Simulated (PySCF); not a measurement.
C2H2FP.
SMILES: `FC1=CP1`

Method used: TDDFT CAM-B3LYP/def2-SVPD, vertical, gas phase, core orbitals frozen in the response (PySCF). Isolated species at its GFN2-xTB geometry, gas phase.

Computed states:

| state | E (eV) | f |
| --- | --- | --- |
| S1 | 5.07 | 0.0077 |
| S2 | 5.72 | 0.011 |
| S3 | 6.33 | 0.020 |
| S4 | 6.70 | 0.012 |
| S5 | 6.97 | 0.029 |
| S6 | 7.13 | 0.0048 |
| S7 | 7.46 | 0.062 |
| S8 | 7.66 | 0.036 |

Each state is given a Gaussian of 0.25 eV full width at half maximum, with ε(max) = 2.175×10⁸ f / Δν̃ (Δν̃ the width in cm⁻¹). The width is an assumption, not a result. The curve ends short of the highest state used, and states not computed would add to its high-energy end.

Q: Give the broadened spectrum and its maxima.

A: 
E (eV), ε (L mol⁻¹ cm⁻¹) and a bar:
```
     4.70          2 
     4.80         32 
     4.90        225 ##
     5.00        660 ######
     5.11        773 #######
     5.21        352 ###
     5.31         67 #
     5.41         22 
     5.52        204 ##
     5.62        766 #######
     5.72       1183 ###########
     5.82        753 #######
     5.93        166 ##
     6.03         61 #
     6.13        396 ####
     6.24       1573 ##############
     6.34       2177 ####################
     6.44       1298 ############
     6.54        694 ######
     6.65       1187 ###########
     6.75       1527 ##############
     6.85       2191 ####################
     6.95       3254 ##############################
     7.06       2502 #######################
```

Maxima: 245 nm (5.07 eV), ε about 830, made up of S1 (100%); 217 nm (5.72 eV), ε about 1200, made up of S2 (100%); 196 nm (6.33 eV), ε about 2200, made up of S3 (100%); 178 nm (6.97 eV), ε about 3300, made up of S5 (93%) (ε in L mol⁻¹ cm⁻¹; maxima over ε = 5, shares over 10%).

Q: On this curve, what absorbance would a 10⁻³ mol/L sample give at 193 nm over a 1 cm path?

A: 193 nm is 6.424 eV, where ε is about 1500 L mol⁻¹ cm⁻¹, so A = ε c l ≈ 1.5 (Beer–Lambert, with the gas-phase spectrum and the assumed width).

Q: Coming from long wavelengths, where does ε first pass 100 L mol⁻¹ cm⁻¹?

A: At about 255 nm (4.85 eV), 0.22 eV below S1.

Q: What would ε be at 6.97 eV, the highest of these maxima, with half the width (0.125 eV)?

A: About 6140 L mol⁻¹ cm⁻¹ against 3300, a factor of about 1.9; a lone state at its own centre would give exactly 2.
